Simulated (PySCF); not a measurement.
Working out the electron affinity of Cl

Cl⁻ [Ar] (1S) → Cl [Ne] 3s2 3p5 (2P). Computed with PySCF 2.14 in aug-cc-pCVTZ-DK (8s7p5d3f, 75 functions), with scalar relativity by spin-free X2C-1e. Frozen: [Ne]. Energies in hartree (1 hartree = 27.21139 eV):

```json
{"part": "UHF", "Cl⁻ (lower)": "-460.981688", "Cl (upper)": "-460.894996"}
{"part": "CCSD correlation", "Cl⁻ (lower)": "-0.225169", "Cl (upper)": "-0.187050"}
{"part": "(T)", "Cl⁻ (lower)": "-0.009897", "Cl (upper)": "-0.006472"}
```

Question: What does Hartree-Fock give?

Answer: (-460.894996) − (-460.981688) = 0.086692 hartree = 2.359 eV.

Question: What do CCSD and CCSD(T) give?

Answer: The CCSD correlation energies differ by 0.038119 hartree = 1.037 eV and the triples by 0.003425 hartree = 0.093 eV, so CCSD gives 3.396 eV and CCSD(T) 3.489 eV.

A first-order spin-orbit estimate adds -0.035 eV to CCSD(T) (valence), giving 3.454 eV against 3.613 eV (measured; photodetachment measurements, as compiled on the Wikipedia data page of electron affinities).

What remains against the reference includes basis incompleteness, the frozen core and higher excitations.
